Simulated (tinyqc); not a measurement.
Extended Hueckel theory, for CH2, step by step. One step of it, computed by the program tinyqc.

Question. Mulliken analysis. P = C n C^T; charge = valence electrons (H 1, C 4) minus the sum of (P S)_ii on the atom; overlap population = 2 sum P_ij S_ij between two atoms.

coefficients:
```
              MO1        MO2        MO3       MO4        MO5        MO6
1C 2s    0.815761   0.000000  -0.305927  0.000000   0.000000   1.018010
1C 2px   0.000000   0.000000   0.000000  1.000000   0.000000   0.000000
1C 2py   0.000000   0.492278   0.000000  0.000000   1.138950   0.000000
1C 2pz  -0.030522   0.000000   0.853383  0.000000   0.000000   0.732348
2H 1s    0.176744   0.474209   0.214139  0.000000  -0.810657  -0.914889
3H 1s    0.176744  -0.474209   0.214139  0.000000   0.810657  -0.914889
```

occupations: 2.000000  2.000000  2.000000  0.000000  0.000000  0.000000

overlap S, lower triangle:
```
           1C 2s    1C 2px     1C 2py    1C 2pz     2H 1s     3H 1s
1C 2s   1.000000
1C 2px  0.000000  1.000000
1C 2py  0.000000  0.000000   1.000000
1C 2pz  0.000000  0.000000   0.000000  1.000000
2H 1s   0.466405  0.000000   0.391057  0.269478  1.000000
3H 1s   0.466405  0.000000  -0.391057  0.269478  0.127281  1.000000
```

Give: charges; Overlap populations.

Answer.

charges: 1C -0.1643, 2H 0.0821, 3H 0.0821

Overlap populations:
```
pair      value
2-1    0.703093
3-1    0.703093
3-2   -0.075238
```
